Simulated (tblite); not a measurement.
Q: Write a Z-matrix for `[H]/N=C\[CH]OCC` [radical] as optimised with GFN2-xTB. (Doublet state.)

A: 
Z-matrix in Å and degrees, rows numbered from 1:
```
C 
C   1  1.5261
O   2  1.4134  1  111.68
C   3  1.3416  2  117.32  1   -79.02
C   4  1.3948  3  120.88  2   173.03
N   5  1.2933  4  126.90  3   178.98
H   1  1.0871  2  110.01  3   -57.70
H   1  1.0861  2  109.77  3  -177.75
H   1  1.0881  2  110.41  3    62.11
H   2  1.0981  1  110.18  3  -122.64
H   2  1.0929  1  110.37  3   116.84
H   4  1.0863  3  118.16  2    -8.38
H   5  1.0847  4  116.99  3    -1.28
H   6  1.0205  5  113.13  4    -0.40
```

Of the pairs four or more bonds apart, H10···H12 is among the closest relative to their van der Waals radii: 2.31 Å, 96 % of the sum of Bondi's values. C4 (carbon bonded to C, O and H) is planar (angles 120.9°, 120.9° and 118.2°, sum 360.0°, 0.01 Å off the plane of its three neighbours). The 2 C–C bonds span 1.395 Å (C4–C5, drawn single in one of several resonance forms) to 1.526 Å (C1–C2, drawn single), a spread of 0.131 Å. The 2 C–O bonds span 1.342 Å (O3–C4, drawn single) to 1.413 Å (C2–O3, drawn single), a spread of 0.071 Å.

Structure optimised with GFN2-xTB, isolated species. This method treats the open shell by occupation alone, without spin polarisation.

Point group: C1 (no symmetry element, even within 0.4 Å). Its GFN2-xTB frequencies are all real (lowest 76 cm⁻¹). Torsions: C1–C2–O3–C4 -79°, C2–O3–C4–C5 173°, O3–C4–C5–N6 179°.

One conformer stands for the species.

The numbers are calculated, not measured.
